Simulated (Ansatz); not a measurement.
Ideal-gas functions of H$_{2}$OSi (`O=[SiH2]`) at 298.15 K and 1 bar, from an Ansatz frequency run at PBE0-D4/def2-TZVP.

Molar mass 46.1 g/mol, point group C2v (symmetry number 2), electronic degeneracy 1, moments of inertia 3.054, 27.098, 30.153 u Å². Harmonic wavenumbers (cm⁻¹, unscaled): 685, 701, 1001, 1246, 2223, 2238.

Use S(trans) = R[1.5 ln M + 2.5 ln T − 1.1517]; rotational temperatures θ = 24.2544 K / I; S(rot) = R[ln(√π/σ · √(T³/θAθBθC)) + 1.5]; for each mode x = 1.438777 ν̃/T, S = R[x/(eˣ − 1) − ln(1 − e⁻ˣ)] and H = RT x/(eˣ − 1); 1 cm⁻¹ = 0.0119627 kJ/mol; R = 8.31446 J/(mol·K).

Q: By hand: the entropy, in J/(mol·K).

A: Translation 156.6. Rotation: θ = 7.9418, 0.8951, 0.8044 K, giving 75.3. Vibration, mode by mode: 1.36, 1.28, 0.39, 0.14, 0.00, 0.00, in all 3.2. Electronic 0.0. Sum 235.1 J/(mol·K).

Q: By hand: H − E and G − E in kJ/mol, counted from the electronic energy.

A: Zero-point energy ½ × 8094 × 0.0119627 = 48.4; thermal vibration 0.7; translation, rotation and pV give 4 RT = 9.9. H − E = 59.0 kJ/mol, and G − E = 59.0 − 298.15 × 235.1/1000 = -11.1 kJ/mol.

Vibration gives 1 % of the entropy; all modes have x over 3 and are hardly excited.
